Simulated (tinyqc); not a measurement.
UKS/LDA (VWN5) in the sto-3g basis, for H2O, spin multiplicity 3, step by step. One step of it, computed by the program tinyqc.

Problem. Iteration 1: building the Kohn-Sham matrix. J_ij = sum D_kl (ij|kl) with D = D(alpha) + D(beta); F = H + J + V_xc; E = tr D H + tr D J / 2 + E_xc + E_nn.

D(alpha) at the start, lower triangle:
```
            1O 1s      1O 2s    1O 2px     1O 2py     1O 2pz     2H 1s     3H 1s
1O 1s    1.065343
1O 2s   -0.291167   1.332066
1O 2px   0.000000   0.000000  1.000000
1O 2py   0.000000   0.000000  0.000000   1.083892
1O 2pz  -0.023833   0.160825  0.000000   0.000000   1.094842
2H 1s    0.058922  -0.397604  0.000000  -0.116318  -0.234477  0.592175
3H 1s    0.058922  -0.397604  0.000000   0.116318  -0.234477  0.567210  0.592175
```

D(beta) at the start, lower triangle:
```
            1O 1s      1O 2s    1O 2px     1O 2py     1O 2pz     2H 1s     3H 1s
1O 1s    1.063603
1O 2s   -0.275582   1.192518
1O 2px   0.000000   0.000000  0.000000
1O 2py   0.000000   0.000000  0.000000   1.083892
1O 2pz  -0.015817   0.089051  0.000000   0.000000   1.057927
2H 1s    0.027652  -0.117622  0.000000  -0.116318  -0.090473  0.030433
3H 1s    0.027652  -0.117622  0.000000   0.116318  -0.090473  0.005467  0.030433
```

core Hamiltonian H = T + V (hartree), lower triangle:
```
             1O 1s      1O 2s     1O 2px     1O 2py     1O 2pz      2H 1s      3H 1s
1O 1s   -32.497564
1O 2s    -7.559936  -9.123837
1O 2px    0.000000   0.000000  -7.282185
1O 2py    0.000000   0.000000   0.000000  -7.361807
1O 2pz   -0.013218  -0.163881   0.000000   0.000000  -7.346551
2H 1s    -0.978088  -2.425790   0.000000  -1.364002  -1.268563  -4.242807
3H 1s    -0.978088  -2.425790   0.000000   1.364002  -1.268563  -0.923058  -4.242807
```

Two-electron integrals (ij|kl) in chemists' order, unique and non-zero (hartree):
```
(11|11) 4.785065    (21|11) 0.741380    (21|21) 0.136873    (22|11) 1.118947
(22|21) 0.256633    (22|22) 0.817206    (31|31) 0.024477    (32|31) 0.037809
(32|32) 0.180518    (33|11) 1.115814    (33|21) 0.256684    (33|22) 0.817023
(33|33) 0.880159    (41|41) 0.024477    (42|41) 0.037809    (42|42) 0.180518
(43|43) 0.047444    (44|11) 1.115814    (44|21) 0.256684    (44|22) 0.817023
(44|33) 0.785270    (44|44) 0.880159    (51|51) 0.024477    (52|51) 0.037809
(52|52) 0.180518    (53|53) 0.047444    (54|54) 0.047444    (55|11) 1.115814
(55|21) 0.256684    (55|22) 0.817023    (55|33) 0.785270    (55|44) 0.785270
(55|55) 0.880159    (61|11) 0.096111    (61|21) 0.017614    (61|22) 0.032881
(61|33) 0.032818    (61|41) 0.000590    (61|42) 0.001116    (61|44) 0.032926
(61|51) 0.000530    (61|52) 0.001003    (61|54) 0.000097    (61|55) 0.032905
(61|61) 0.002295    (62|11) 0.260739    (62|21) 0.060670    (62|22) 0.217282
(62|33) 0.213408    (62|41) 0.003379    (62|42) 0.027084    (62|44) 0.219715
(62|51) 0.003038    (62|52) 0.024352    (62|54) 0.005671    (62|55) 0.218506
(62|61) 0.007976    (62|62) 0.074800    (63|31) 0.006011    (63|32) 0.036202
(63|43) 0.005456    (63|53) 0.004905    (63|63) 0.010055    (64|11) 0.148212
(64|21) 0.034902    (64|22) 0.133477    (64|33) 0.127594    (64|41) 0.007698
(64|42) 0.051735    (64|44) 0.142146    (64|51) 0.001517    (64|52) 0.013966
(64|54) 0.008178    (64|55) 0.130537    (64|61) 0.004766    (64|62) 0.055894
(64|64) 0.051360    (65|11) 0.133258    (65|21) 0.031381    (65|22) 0.120010
(65|33) 0.114720    (65|41) 0.001517    (65|42) 0.013966    (65|44) 0.117993
(65|51) 0.007374    (65|52) 0.048759    (65|54) 0.008399    (65|55) 0.127177
(65|61) 0.004285    (65|62) 0.050254    (65|64) 0.037138    (65|65) 0.043445
(66|11) 0.434760    (66|21) 0.102766    (66|22) 0.424168    (66|33) 0.408196
(66|41) 0.006687    (66|42) 0.075801    (66|44) 0.434414    (66|51) 0.006012
(66|52) 0.068152    (66|54) 0.023573    (66|55) 0.429390    (66|61) 0.013587
(66|62) 0.193465    (66|64) 0.165089    (66|65) 0.148432    (66|66) 0.774606
(71|11) 0.096111    (71|21) 0.017614    (71|22) 0.032881    (71|33) 0.032818
(71|41) -0.000590   (71|42) -0.001116   (71|44) 0.032926    (71|51) 0.000530
(71|52) 0.001003    (71|54) -0.000097   (71|55) 0.032905    (71|61) 0.002264
(71|62) 0.007753    (71|64) 0.004278    (71|65) 0.004170    (71|66) 0.013128
(71|71) 0.002295    (72|11) 0.260739    (72|21) 0.060670    (72|22) 0.217282
(72|33) 0.213408    (72|41) -0.003379   (72|42) -0.027084   (72|44) 0.219715
(72|51) 0.003038    (72|52) 0.024352    (72|54) -0.005671   (72|55) 0.218506
(72|61) 0.007753    (72|62) 0.059973    (72|64) 0.031171    (72|65) 0.039192
(72|66) 0.125493    (72|71) 0.007976    (72|72) 0.074800    (73|31) 0.006011
(73|32) 0.036202    (73|43) -0.005456   (73|53) 0.004905    (73|63) 0.007785
(73|73) 0.010055    (74|11) -0.148212   (74|21) -0.034902   (74|22) -0.133477
(74|33) -0.127594   (74|41) 0.007698    (74|42) 0.051735    (74|44) -0.142146
(74|51) -0.001517   (74|52) -0.013966   (74|54) 0.008178    (74|55) -0.130537
(74|61) -0.004278   (74|62) -0.031171   (74|64) -0.008830   (74|65) -0.019994
(74|66) -0.059950   (74|71) -0.004766   (74|72) -0.055894   (74|74) 0.051360
(75|11) 0.133258    (75|21) 0.031381    (75|22) 0.120010    (75|33) 0.114720
(75|41) -0.001517   (75|42) -0.013966   (75|44) 0.117993    (75|51) 0.007374
(75|52) 0.048759    (75|54) -0.008399   (75|55) 0.127177    (75|61) 0.004170
(75|62) 0.039192    (75|64) 0.019994    (75|65) 0.033029    (75|66) 0.089366
(75|71) 0.004285    (75|72) 0.050254    (75|74) -0.037138   (75|75) 0.043445
(76|11) 0.089720    (76|21) 0.021104    (76|22) 0.083223    (76|33) 0.081084
(76|44) 0.082497    (76|51) 0.001567    (76|52) 0.015510    (76|55) 0.085996
(76|61) 0.002751    (76|62) 0.029434    (76|64) 0.019172    (76|65) 0.022257
(76|66) 0.083411    (76|71) 0.002751    (76|72) 0.029434    (76|74) -0.019172
(76|75) 0.022257    (76|76) 0.015152    (77|11) 0.434760    (77|21) 0.102766
(77|22) 0.424168    (77|33) 0.408196    (77|41) -0.006687   (77|42) -0.075801
(77|44) 0.434414    (77|51) 0.006012    (77|52) 0.068152    (77|54) -0.023573
(77|55) 0.429390    (77|61) 0.013128    (77|62) 0.125493    (77|64) 0.059950
(77|65) 0.089366    (77|66) 0.294424    (77|71) 0.013587    (77|72) 0.193465
(77|74) -0.165089   (77|75) 0.148432    (77|76) 0.083411    (77|77) 0.774606
```

nuclear repulsion = 7.35509506 hartree

V_xc(alpha) (hartree), lower triangle:
```
            1O 1s      1O 2s     1O 2px     1O 2py     1O 2pz      2H 1s      3H 1s
1O 1s   -2.941321
1O 2s   -0.430475  -0.844092
1O 2px   0.000000   0.000000  -0.830721
1O 2py   0.000000   0.000000   0.000000  -0.844484
1O 2pz  -0.001318  -0.008000   0.000000   0.000000  -0.843759
2H 1s   -0.056135  -0.209778   0.000000  -0.126709  -0.116679  -0.438470
3H 1s   -0.056135  -0.209778   0.000000   0.126709  -0.116679  -0.074588  -0.438470
```

V_xc(beta) (hartree), lower triangle:
```
            1O 1s      1O 2s     1O 2px     1O 2py     1O 2pz      2H 1s      3H 1s
1O 1s   -2.923465
1O 2s   -0.418057  -0.779729
1O 2px   0.000000   0.000000  -0.718538
1O 2py   0.000000   0.000000   0.000000  -0.803804
1O 2pz  -0.001058  -0.002414   0.000000   0.000000  -0.803218
2H 1s   -0.054631  -0.184460   0.000000  -0.107797  -0.097381  -0.288564
3H 1s   -0.054631  -0.184460   0.000000   0.107797  -0.097381  -0.059374  -0.288564
```

E_xc = sum of w rho eps_xc = -9.23990814 hartree

Give: Coulomb J; F(alpha); F(beta); total energy of this density.

Solution.

Coulomb J (hartree), lower triangle:
```
          1O 1s   1O 2s  1O 2px   1O 2py  1O 2pz   2H 1s   3H 1s
1O 1s   17.9373
1O 2s    3.3967  8.4083
1O 2px   0.0000  0.0000  8.3250
1O 2py   0.0000  0.0000  0.0000   8.4393
1O 2pz   0.0092  0.0636  0.0000   0.0000  8.4370
2H 1s    0.4378  2.2044  0.0000   1.3453  1.2257  4.3656
3H 1s    0.4378  2.2044  0.0000  -1.3453  1.2257  0.8446  4.3656
```

F(alpha) (hartree), lower triangle:
```
           1O 1s    1O 2s  1O 2px   1O 2py   1O 2pz    2H 1s    3H 1s
1O 1s   -17.5015
1O 2s    -4.5937  -1.5596
1O 2px    0.0000   0.0000  0.2121
1O 2py    0.0000   0.0000  0.0000   0.2331
1O 2pz   -0.0054  -0.1082  0.0000   0.0000   0.2467
2H 1s    -0.5964  -0.4312  0.0000  -0.1454  -0.1595  -0.3156
3H 1s    -0.5964  -0.4312  0.0000   0.1454  -0.1595  -0.1530  -0.3156
```

F(beta) (hartree), lower triangle:
```
           1O 1s    1O 2s  1O 2px   1O 2py   1O 2pz    2H 1s    3H 1s
1O 1s   -17.4837
1O 2s    -4.5813  -1.4953
1O 2px    0.0000   0.0000  0.3243
1O 2py    0.0000   0.0000  0.0000   0.2737
1O 2pz   -0.0051  -0.1027  0.0000   0.0000   0.2873
2H 1s    -0.5949  -0.4058  0.0000  -0.1265  -0.1402  -0.1657
3H 1s    -0.5949  -0.4058  0.0000   0.1265  -0.1402  -0.1378  -0.1657
```

total energy of this density = -73.661247 hartree

This density is the starting one.
